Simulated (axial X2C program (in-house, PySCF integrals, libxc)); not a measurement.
**Nuclear properties of AlB**

Calculated with an in-house all-electron X2C program for linear molecules (integrals from PySCF): two-component X2C with atomic mean-field Coulomb and Gaunt terms, Gaussian nuclei, basis Al dyall-v3z, B dyall-v3z with contracted cores.

R = 2.030 Å (near the PBE0 minimum at charge 0 of the determinant lowest at the starting distance; the state shown can have its own minimum elsewhere).

Input and command:
```json
{"zs": [13, 5], "q": 0, "bas": ["dyall-v3z", "dyall-v3z"], "r0": 2.11, "levels": ["PBE0", "HF", "BP86", "PBE", "LDA"], "nst": 3}
```
```bash
python soeom.py task.json out
```

Keys: zs atomic numbers; q charge; bas basis sets; r0 starting distance in Å; levels methods; nst determinants followed.

Determinant lowest in the PBE0 search, Ω = 1 (⟨Sz⟩ = 1.00, ⟨Lz⟩ = 0.00 at PBE0), spin on the atoms Al 0.19, B 0.81:

```csv
level,Eeff magnitude (GV/cm),Ws magnitude Al (kHz),A∥/gI Al (MHz),qzz Al (a.u.),A∥/gI B (MHz),qzz B (a.u.),μ (D)
PBE0,0.0927,0.0333,-82.2,-0.27,45.5,0.23,-1.74
HF,0.156,0.0554,-50.6,-0.70,136,0.14,-2.35
BP86,0.0455,0.0165,-69.8,-0.13,9.33,0.23,-1.74
PBE,0.0522,0.0189,-80.3,-0.15,9.69,0.22,-1.75
LDA,0.0415,0.0152,-79.5,-0.13,8.31,0.23,-1.83
```

Eeff is the effective electric field on the electron electric dipole moment in this Ω state and Ws the scalar–pseudoscalar constant of the nucleus named (defined with the proton number Z and per Ω); A∥ (defined per Ω) follows by multiplying with gI = μI/(I μN); qzz is the electric field gradient, eQq0 = 234.96 MHz × Q/barn × qzz; μ is positive if the B end (last atom) is positive. The operators were transformed with the bare-nucleus X2C matrices; with these basis sets, hyperfine constants and field gradients can be off by tens of per cent, and where levels differ in sign neither size nor sign is settled.

Task: With gI(27Al) = 1.4566, Q(11B) = 0.04059 barn (g factors from the IAEA table of nuclear moments by Stone; Q from Pyykkö, Mol. Phys. 2018), turn the PBE0 values of the first state into constants in MHz.

Result: A∥(27Al) = -82.2 × 1.4566 = -120 MHz; eQq0(11B) = 234.96 × (0.04059) × (0.23) = 2.19 MHz.

Each state is one determinant with collinear spin, which with several unpaired electrons need not be a pure state. Unrestricted Hartree–Fock can overshoot spin polarisation at the nuclei. With several open shells hyperfine constants can be off by a factor of several. Where Eeff spreads by more than a factor of two the levels disagree and none is to be relied on. Open-shell Ω = 0 determinants with evenly filled partner blocks cannot be reached by this program, so the Ω shown need not be the lowest component. States lie within half an eV, so the first need not be the ground state. Further determinants of the search, some of them spin-mixed, are not shown. Where a field gradient or hyperfine factor spreads by more than a factor of two over the levels, a constant derived from it is not to be relied on.
